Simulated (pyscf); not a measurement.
`[CH]#[N]` → `[C-]#[NH+]`, a hydrogen shift (singlet surface; C–H broken, H–N formed). Optimised with ωB97X-D3(BJ)/def2-SVP in PySCF. MP2 and CC: frozen core, UHF for open shells. ΔMP2 is the change of the MP2 total energy from the triple- to the quadruple-zeta basis. Energies in kcal/mol from the reactant's lowest minimum found.

AM1 to PM7: differences of heats of formation from MOPAC. 

Quick PM7 single points give ΔE‡ = 89.3 kcal/mol and ΔE = +9.1 kcal/mol. What does CCSD(T)/def2-TZVPP + ΔMP2(QZVPP) give, and how far is the quick result from it?

CCSD(T)/def2-TZVPP + ΔMP2(QZVPP) gives ΔE‡ = 47.5 kcal/mol and ΔE = +14.7 kcal/mol. PM7 lies 41.8 kcal/mol over it in the barrier and 5.6 kcal/mol under it in the reaction energy, so on this step it does not hold to within 3.0 kcal/mol. CCSD(T)/def2-TZVPP + ΔMP2(QZVPP) has limits of its own. The CCSD(T) − MP2 part came from Ansatz, without density fitting, on the same reference.
